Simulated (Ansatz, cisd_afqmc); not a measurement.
System: CH₃O, charge 0, doublet. CH3O (SMILES C[O], doublet).
B3LYP-D3(BJ)/def2-TZVP minimum from Ansatz (an electronic-structure program):
```
C
O 1 1.3624
H 1 1.0992 2 113.34
H 1 1.0992 3 111.54 2 129.37
H 1 1.1083 3 106.28 4 115.42
```
Charge 0, spin multiplicity 2.

Total energies in cc-pVDZ, 13 correlated electrons, 2 frozen orbitals. Open shells are spin-unrestricted; no spin-orbit coupling. Cores are frozen in correlated methods. No relativity. AFQMC is phaseless with a CISD trial state; ± is one standard error, without the phaseless bias. Outlying blocks are dropped, and bars are widened where a walk drifts. Over all cases where full CI ran beside it in this data, AFQMC minus full CI had a median of +0.1 mEh and passed +0.4 mEh in a tenth of the cases.

| method | program | energy (Eh) | minus CCSDT(Q) (mEh) |
|---|---|---|---|
| HF | Ansatz | -114.42954 | 326.41 |
| MP2 | Ansatz | -114.71674 | 39.21 |
| CCSD | Ansatz | -114.74812 | 7.83 |
| CCSD(T) | Ansatz | -114.75483 | 1.13 |
| CCSDT(Q) | Ansatz | -114.75595 | 0.00 |
| AFQMC/CISD | cisd_afqmc | -114.7554 ± 0.0002 | 0.5 ± 0.2 |

Rough core times of Ansatz's runs on a shared machine: CCSD(T) under 20 s, CCSDT(Q) 50 s.
